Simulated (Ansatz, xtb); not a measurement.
Isomers of CHAlN in order of energy

5 gas-phase structures of CHAlN, found in a search over its isomers (lower ones may exist). Each was relaxed with GFN2-xTB:

A. `N=[C][Al]`, a doublet
B. `N#[C][AlH]`, a doublet
C. `[CH]1=[N][Al]1`, a doublet
D. a doublet given by its coordinates
E. a doublet given by its coordinates

E (Å):

```xyz
4

C     1.1935    0.0039   -1.7861
Al   -1.2050    0.3968   -0.0318
N     0.2680    0.1597   -1.0748
H    -0.9590    0.5613    1.5128
```

Close contacts (Å): C1–N3 1.18, Al2–N3 1.82, Al2–H4 1.57.

D (Å):

| atom | x (Å) | y (Å) | z (Å) |
| --- | --- | --- | --- |
| C | 0.3965 | 0.4754 | 1.1073 |
| Al | -2.1557 | 1.1955 | 2.5504 |
| N | -0.6273 | 0.7391 | 1.7218 |
| H | 1.0460 | 1.1385 | 0.5440 |

Close contacts (Å): C1–N3 1.22, Al2–N3 1.80, C1–H4 1.09.

Question: Which do you expect lowest at r2SCAN-D4/def2-SVP, and how would the others follow?

Answer: Calculated order at r2SCAN-D4/def2-SVP: E (0.0), B (6.6), D (30.8), C (41.6), A (87.7) kJ/mol.

Energies above the lowest of each column, in kJ/mol; the last columns are at B3LYP-D3(BJ)/def2-SVP geometries and were run for some of them only (a dash: not run or not comparable):

```
structure  GFN2-xTB  HF/STO-3G  r2SCAN-D4/def2-SVP  B3LYP-D3(BJ)/def2-SVP  CCSD(T)/def2-TZVPP
        E       0.0        0.0                 0.0                    0.0                 0.0
        B      30.3        4.5                 6.6                    9.3                 3.7
        D      55.6      120.2                30.8                   19.5                43.9
        C      76.7      107.6                41.6                   35.2                   –
        A     145.6      217.9                87.7                      –                   –
```

Every level run on E puts it lowest or level with the lowest. Frequencies (B3LYP-D3(BJ)/def2-SVP) were run for B, D, E alone. Open shells are spin-unrestricted, some with notable spin contamination.

Over these structures GFN2-xTB departs from r2SCAN-D4/def2-SVP by 14.6 kJ/mol on average once a common shift is removed. A GFN2-xTB relaxation took about 0.038 s and the r2SCAN-D4/def2-SVP energy about 2.3 s on a shared host (Ansatz 0.2.0, xtb 6.7.1).
